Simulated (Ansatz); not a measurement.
Ansatz (an electronic-structure program) input (B3LYP-D3(BJ)/def2-TZVP):

Ansatz 0.2 input:
```yaml
crystal:
  periodic: [false, false, false]
  atoms:
    - {symbol: C, position_ang: [0.96002193, -0.13677967, -0.09226776]}
    - {symbol: C, position_ang: [-0.20002997, 0.86781732, -0.20004584]}
    - {symbol: N, position_ang: [-1.49323002, 0.12156362, -0.07632412]}
    - {symbol: H, position_ang: [1.92447776, 0.38666924, -0.04025957]}
    - {symbol: H, position_ang: [0.93254875, -0.84147317, 0.78922031]}
    - {symbol: H, position_ang: [0.99474349, -0.78622480, -0.98351557]}
    - {symbol: H, position_ang: [-0.15584418, 1.46908985, 0.76475615]}
    - {symbol: H, position_ang: [-1.48433159, -0.55555333, 0.71441687]}
    - {symbol: H, position_ang: [-1.57468677, -0.46228441, -0.91305607]}
basis:
  gaussian:
    orbitals: def2-TZVP
hamiltonian:
  xc: b3lyp
  dispersion: d3bj
total_charge: -1
relax: {f_tol: 0.002, max_steps: 150}
```

End of the output:

```
reference -3661.28460454 eV, -134.5497275090 hartree; 13, 13 occupied and 116, 116 virtual orbitals, 779 factors
relax step   7: F+E_penalty+E_count = -3661.49838361 eV  Δ(F+E_penalty+E_count) = -5.911e-4 eV  max|allowed force component| = 1.076e-2 eV/Å  Δτ_max = 0.0055 Å  (32 SCF iters, accepted)
these checks for a lower state are left out or cut short: starts, cluster_reference, orbital_swaps, neighbouring_geometries, increment
integrals: 0.03 GiB planned
779 factors; their error is unknown
mean field: 0.41 GiB planned
mean field evaluation 64: about -3661.2844 eV, gradient 7.2e-3 eV
mean field -3661.28437920 eV, -134.5497192280 hartree, gradient 1.5e-5 eV, S^2 0.000000; 0 other end points of the search recorded, 0 dependent functions left out
the calculation of the forces begins
reference -3661.28461393 eV, -134.5497278540 hartree; 13, 13 occupied and 116, 116 virtual orbitals, 779 factors
relax step   8: F+E_penalty+E_count = -3661.49838948 eV  Δ(F+E_penalty+E_count) = -5.875e-6 eV  max|allowed force component| = 2.456e-3 eV/Å  Δτ_max = 0.0008 Å  (32 SCF iters, accepted)
these checks for a lower state are left out or cut short: starts, cluster_reference, orbital_swaps, neighbouring_geometries, increment
integrals: 0.03 GiB planned
779 factors; their error is unknown
mean field: 0.41 GiB planned
mean field -3661.28439081 eV, -134.5497196547 hartree, gradient 1.5e-5 eV, S^2 0.000000; 0 other end points of the search recorded, 0 dependent functions left out
the calculation of the forces begins
reference -3661.28462551 eV, -134.5497282795 hartree; 13, 13 occupied and 116, 116 virtual orbitals, 779 factors
relax step   9: F+E_penalty+E_count = -3661.49838960 eV  Δ(F+E_penalty+E_count) = -1.227e-7 eV  max|allowed force component| = 4.120e-3 eV/Å  Δτ_max = 0.0011 Å  (32 SCF iters, accepted)
these checks for a lower state are left out or cut short: starts, cluster_reference, orbital_swaps, neighbouring_geometries, increment
integrals: 0.03 GiB planned
779 factors; their error is unknown
mean field: 0.41 GiB planned
mean field -3661.28438163 eV, -134.5497193173 hartree, gradient 1.5e-5 eV, S^2 0.000000; 0 other end points of the search recorded, 0 dependent functions left out
the calculation of the forces begins
reference -3661.28461633 eV, -134.5497279425 hartree; 13, 13 occupied and 116, 116 virtual orbitals, 779 factors
relax step  10: F+E_penalty+E_count = -3661.49839043 eV  Δ(F+E_penalty+E_count) = -8.252e-7 eV  max|allowed force component| = 4.661e-4 eV/Å  Δτ_max = 0.0006 Å  (32 SCF iters, accepted)
integrals: 0.03 GiB planned
779 factors; their error is unknown
mean field: 0.41 GiB planned
mean field evaluation 96: about -3661.2844 eV, gradient 6.2e-2 eV
mean field -3661.28438163 eV, -134.5497193173 hartree, gradient 1.5e-5 eV, S^2 0.000000; 1 other end points of the search recorded, 0 dependent functions left out
the calculation of the forces begins
reference -3661.28461633 eV, -134.5497279425 hartree; 13, 13 occupied and 116, 116 virtual orbitals, 779 factors
Total energy: -3661.49862513 eV, -134.5575926207 hartree
Atom 0 at     0.962742    -0.132290    -0.086369 Å, force     0.000403    -0.000011    -0.000097 eV/Å
Atom 1 at    -0.201664     0.828718    -0.192537 Å, force    -0.000248    -0.000111    -0.000021 eV/Å
Atom 2 at    -1.487919     0.112255    -0.030190 Å, force    -0.000165    -0.000466    -0.000322 eV/Å
Atom 3 at     1.922073     0.397992     0.013873 Å, force    -0.000009    -0.000043    -0.000034 eV/Å
Atom 4 at     0.899214    -0.855087     0.790119 Å, force    -0.000016    -0.000024     0.000065 eV/Å
Atom 5 at     1.057453    -0.786504    -0.968800 Å, force     0.000013    -0.000032     0.000006 eV/Å
Atom 6 at    -0.128354     1.526764     0.661084 Å, force     0.000047     0.000213     0.000226 eV/Å
Atom 7 at    -1.413029    -0.658620     0.672060 Å, force    -0.000000     0.000262    -0.000038 eV/Å
Atom 8 at    -1.706847    -0.370404    -0.896315 Å, force    -0.000024     0.000213     0.000217 eV/Å
Dipole moment:     0.124548    -0.552178     0.116743 e Å
```

It need not be the lowest isomer of its formula. Whether it binds its extra electron was not tested at this geometry.
